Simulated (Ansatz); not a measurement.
# Be2H+ (singlet): from Hartree-Fock to the top rungs, aug-cc-pVDZ

The task here is to estimate one member of a computed series from the others.

The runs use Ansatz 0.2.0, Gaussian basis; aug-cc-pVDZ, core rule «outside noble gas», up to 2 orbitals frozen.

The runs, in order: UHF; CCSD(T) on RHF; BCCD(T) on RHF; CISD; CCSDT(Q) on RHF; Full CI.

28 further runs of the same task are left out: 7 for a known fault of the program, 9 that didn't finish, 12 set aside as unsound or not needed.

## The system

The geometry is a PBE0/def2-TZVP stationary point (not a proven minimum) of the parent state, kept for this charge and spin.

3 atoms, charge 1, spin multiplicity 1.

Atoms are counted from 1 here; the program's logs count them from 0.

Bond lengths: Be1–H3 1.348 Å.

Set-up of the first run:

Input file in.yaml:

```yaml
crystal:
  periodic: [false, false, false]
  atoms:
    - {symbol: Be, position_ang: [0.000000, 0.000000, 0.266601]}
    - {symbol: Be, position_ang: [0.000000, 0.000000, -1.881688]}
    - {symbol: H, position_ang: [0.000000, 0.000000, 1.615087]}
basis:
  gaussian: {orbitals: aug-cc-pVDZ}
total_charge: 1
magnetization: {spin_polarized: true, initial_magnetization: 0}
hamiltonian: {xc: hf}
output: {orbitals: {seedname: orbitals}}
```

Launch:

```
$ ansatz run in.yaml --threads 1 --pin off --events-out ev --progress --plain --max-ram 2393MiB
```

Steps of the session up to this table: UHF; CCSD(T) on RHF; BCCD(T) on RHF; CISD; CCSDT(Q) on RHF; Full CI.

One of the session's tables, all rows but one given; the rest of the session is left out.

| method | from FCI (meV) |
| --- | --- |
| RHF | +2076.1 |
| RMP2 | +632.0 |
| CISD | +96.0 |
| RCCSD | ? |
| RCCSD(T) | +7.8 |
| BCCD(T) | +7.6 |
| RCCSDT | +0.9 |
| RCCSDT(Q) | +0.2 |
| FCI | 0 |

Q: Estimate the row for RCCSD from the others.

The run gave: from FCI (meV): +28.0. In the column «from FCI (meV)» it lies between RCCSD(T) (+7.8) and CISD (+96.0).
